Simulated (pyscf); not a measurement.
H₃C–Si•(Cl)–Cl + hydrogen chloride (HCl) → methane (CH₄) + Cl–Si•(Cl)–Cl (four-centre exchange; doublet surface; C–Si, Cl–H broken, C–H, Cl–Si formed). Single points on ωB97X-D3(BJ)/def2-SVP structures (PySCF, gas phase). Energies in eV from the separated reactants.

```tsv
level	barrier	reaction energy
ωB97X-D3(BJ)/def2-TZVP	1.47	-0.99
PBE/def2-TZVP	1.11	-0.98
B3LYP-D3(BJ)/def2-TZVP	1.40	-0.99
PBE0-D3(BJ)/def2-TZVP	1.24	-0.95
M06-2X/def2-TZVP	1.39	-0.99
ωB97M-D3(BJ)/def2-TZVP	1.43	-0.95
```

The functionals in the table span 0.36 eV in this barrier, from PBE to ωB97X-D3(BJ). This is the saddle that the search found; another between the same sides may lie lower.
